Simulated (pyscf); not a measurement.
Thermochemistry of product channels of HC≡C–CH₃ (SMILES C#CC) + NH₂• (SMILES [NH2]) on the doublet surface, in kcal/mol, from ωB97M-D3(BJ)/def2-TZVP energies (ideal gas, 1 atm, RRHO with modes under 100 cm⁻¹ raised to 100, one conformer, R ln 2 for chiral ones without a mode under 150 cm⁻¹). Structures and frequencies: ωB97X-D3(BJ)/def2-SVP in PySCF.

| products | ΔE | ΔH(298 K) | ΔG(600 K) | ΔG(1200 K) |
|---|---|---|---|---|
| H₃C–CH•–CH=NH (SMILES C[CH]C=N) | -53.6 | -49.8 | -28.9 | -8.1 |
| •H₂C–C(CH₃)=NH (SMILES [CH2]C(C)=N) | ? | -50.0 | -29.1 | ? |

Question: Some entries are withheld; supply them.

Answer: 
- •H₂C–C(CH₃)=NH (SMILES [CH2]C(C)=N), ΔE: -53.4
- •H₂C–C(CH₃)=NH (SMILES [CH2]C(C)=N), ΔG(1200 K): -8.6

These are energies of the channels, which say nothing of barriers.
